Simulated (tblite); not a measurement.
Species: C5H10Cl (doublet state).
SMILES with atom numbers: `[CH3:1][CH2:2][C:3]([CH3:4])[CH2:5][Cl:6]` (hydrogens: H7, H8, H9 on C1; H10, H11 on C2; H12, H13, H14 on C4; H15, H16 on C5)

Structure used (GFN2-xTB), in Å, numbered top down from 1:
```
atom  x, y, z in Å
C1     1.764   -0.625    0.139
C2     0.490   -0.434    0.980
C3    -0.629    0.115    0.169
C4    -1.259   -0.750   -0.862
C5    -0.916    1.515    0.181
Cl6    0.203    2.439   -1.111
H7     1.589   -1.340   -0.661
H8     2.572   -0.993    0.766
H9     2.062    0.322   -0.301
H10    0.716    0.240    1.809
H11    0.203   -1.405    1.394
H12   -0.764   -0.610   -1.829
H13   -2.307   -0.490   -1.004
H14   -1.181   -1.801   -0.595
H15   -0.648    2.036    1.094
H16   -1.902    1.788   -0.180
```

Computed with GFN2-xTB (tblite): harmonic, unscaled wavenumbers at the GFN2-xTB geometry, gas phase. This tight-binding method is rough: wavenumbers can miss measured ones by several per cent, in bad cases by 10 to 20. One conformer, not necessarily the lowest. Open shells enter through the occupations alone, without spin polarisation, and single modes of such species can be off by tens of per cent.

Harmonic wavenumbers (cm⁻¹): 54.9, 75.0, 86.2, 143.1, 220.6, 233.4, 352.6, 391.6, 412.2, 507.9, 805.5, 822.7, 889.1, 978.3, 995.4, 1023.4, 1057.1, 1067.9, 1078.5, 1129.3, 1225.9, 1291.2, 1313.2, 1351.6, 1388.8, 1397.5, 1437.1, 1462.8, 1469.7, 1481.8, 1492.2, 1500.0, 2929.9, 2940.6, 2985.1, 3008.3, 3016.3, 3033.3, 3035.2, 3036.5, 3047.5, 3055.2.

A = 3551, B = 1867, C = 1526 MHz; mass 105.047 u (most abundant isotopes); point group C1, symmetry number 1; spin multiplicity 2.

Q: Zero-point energy?

A: ½Σν̃ = 29612 cm⁻¹ = 354.24 kJ/mol.

Q: What is S at 350 K and 1 bar for an ideal gas of classical rigid rotors and harmonic oscillators?

A: Translation 170.24, rotation 118.54, vibration 116.75, spin (R ln 2) 5.76: S = 411.3 J/(mol K).

Q: And Cp and H(350 K) − H(0)?

A: Cp = 143.65 J/(mol K), of which vibrations give 110.39 (their classical limit is 42 R = 349.2); H(350 K) − H(0) = 32.11 kJ/mol without the zero-point energy, 20.47 from vibrations.

Q: How do the functions run with temperature in this model?

A: 
| T (K) | S (J/(mol K)) | Cp (J/(mol K)) | H − H(0) (kJ/mol) | G − H(0) (kJ/mol) | ln q(vib) |
| --- | --- | --- | --- | --- | --- |
| 150 | 317.9 | 87.0 | 9.28 | -38.40 | 2.76 |
| 250 | 368.4 | 113.4 | 19.28 | -72.82 | 4.95 |
| 298.15 | 389.6 | 127.6 | 25.08 | -91.08 | 5.96 |
| 400 | 431.5 | 159.0 | 39.68 | -132.91 | 8.01 |
| 600 | 506.5 | 211.8 | 77.02 | -226.85 | 11.89 |
| 900 | 603.3 | 265.5 | 149.22 | -393.75 | 17.42 |

q(vib) and H(0) count from the zero-point level.

Q: What must be added to the electronic energy to get the Gibbs energy at 350 K and 1 bar?

A: ZPE + [H(350 K) − H(0)] − T·S = 354.24 + 32.11 − 143.95 = 242.40 kJ/mol.

Q: Which modes carry the vibrational entropy at 350 K?

A: 54.9 cm⁻¹: 20.71; 75.0 cm⁻¹: 18.13; 86.2 cm⁻¹: 16.98; 143.1 cm⁻¹: 12.84; 220.6 cm⁻¹: 9.41; 233.4 cm⁻¹: 8.97 J/(mol K); the other 36 give 29.70 together.

Q: Blend soft modes into free rotors: weight 1/[1 + (100 cm⁻¹/ν̃)⁴] for the oscillator and the rest for a rotor with moment μB/(μ + B), μ = h/(8π²ν), B = 10⁻⁴⁴ kg m². What vibrational entropy results?

A: 105.60 J/(mol K) in place of 116.75, which changes −T·S at 350 K by +3.90 kJ/mol.

Hindered rotation and anharmonicity are outside this model. Other conformers, if any are populated, would add a mixing term that is left out. The structure is chiral; the term R ln 2 for an equal mix with its mirror image is left out.
